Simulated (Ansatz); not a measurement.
# BeMgH2+ (quartet): from Hartree-Fock to the top rungs, 6-31G

Aim: climb from Hartree-Fock through coupled cluster for BeMgH2+ (quartet) at one geometry and basis, and see what each rung misses.

Program: Ansatz 0.2.0, Gaussian basis. Level of theory: 6-31G, core rule «outside noble gas», up to 6 orbitals frozen. These are calculated values, not measurements.

The runs, in order: UHF; CCSD(T) on ROHF; CCSD(T) on UHF; BCCD(T) on ROHF; CISD as a restricted active space (open shells left free, so some higher excitations enter); CCSDT(Q) on ROHF; CCSDT(Q) on UHF; CISDTQ; CCSDTQ on ROHF; CCSDTQ on UHF; Full CI.

23 further runs of the same task are left out: 3 for a known fault of the program, 9 that didn't finish, 11 set aside as unsound or not needed. Runs told in other sessions of the task aren't counted.

## (1) The system

The geometry is a PBE0/def2-TZVP stationary point (not a proven minimum) of the parent state, kept for this charge and spin.

4 atoms, charge 1, spin multiplicity 4.

Atoms are counted from 1 here; the program's logs count them from 0.

Bond lengths: Be1–H3 1.420 Å, Mg2–H3 2.008 Å, Mg2–H4 1.710 Å. Angles: H3–Mg2–H4 132.1°, Be1–H3–Mg2 95.7°.

## (2) UHF

The input, in.yaml:

```yaml
crystal:
  periodic: [false, false, false]
  atoms:
    - {symbol: Be, position_ang: [0.000000, -0.064014, 1.914191]}
    - {symbol: Mg, position_ang: [0.000000, -0.036767, -0.656886]}
    - {symbol: H, position_ang: [0.000000, 1.049072, 1.031751]}
    - {symbol: H, position_ang: [0.000000, 0.409865, -2.307047]}
basis:
  gaussian: {orbitals: 6-31G}
total_charge: 1
magnetization: {spin_polarized: true, initial_magnetization: 3}
hamiltonian: {xc: hf}
output: {orbitals: {seedname: orbitals}}
```

Started as:

```console
> ansatz run in.yaml --threads 1 --pin off --events-out ev --progress --plain --max-ram 2393MiB
```

The runs that follow: CCSD(T) on ROHF; CCSD(T) on UHF; BCCD(T) on ROHF; CISD as a restricted active space (open shells left free, so some higher excitations enter); CCSDT(Q) on ROHF; CCSDT(Q) on UHF; CISDTQ; CCSDTQ on ROHF; CCSDTQ on UHF; Full CI.

**Question.** What will the summary of the whole plan be? Wanted: FCI from the RHF energy; RMP2 from FCI; UMP2 from FCI; RCCSD from FCI; RCCSD(T) from FCI; UCCSD(T) from FCI; RCCSDT(Q) from FCI; UCCSDT(Q) from FCI; T1 diagnostic.

As calculated:

```
                         quantity                                                                                                            value
          FCI from the ROHF energy                                                                                                       -0.8926 eV
                    RMP2 from FCI                                                                                                   +7.48 kcal/mol
                    UMP2 from FCI                                                                                                   +7.33 kcal/mol
                   RCCSD from FCI                                                                                                   +0.71 kcal/mol
                RCCSD(T) from FCI                                                                                                   +0.28 kcal/mol
                UCCSD(T) from FCI                                                                                                   +0.26 kcal/mol
               RCCSDT(Q) from FCI                                                                                                    0.00 kcal/mol
               UCCSDT(Q) from FCI                                                                                                   -0.01 kcal/mol
levels within 1 kcal/mol (43 meV)  CISD, RCCSD, UCCSD, RCCSD(T), UCCSD(T), BCCD(T), RCCSDT, UCCSDT, CISDTQ, RCCSDT(Q), UCCSDT(Q), RCCSDTQ, UCCSDTQ
                    T1 diagnostic                                                                                                            0.030
   effectively unpaired electrons                                                                                                             3.01
```

What this shows: RCCSD(T) misses by +0.28 kcal/mol, 1.4 % of the correlation energy. One determinant dominates. These misses are within one basis, not against nature; the frozen cores of restricted and unrestricted runs differ, which can shift their rows.

Levels on UHF freeze UHF's core orbitals, full CI those of ROHF, so the U rows can settle a little off it for that reason alone.

With open shells the CI space here admits some higher excitations, so it is larger than plain CISD.
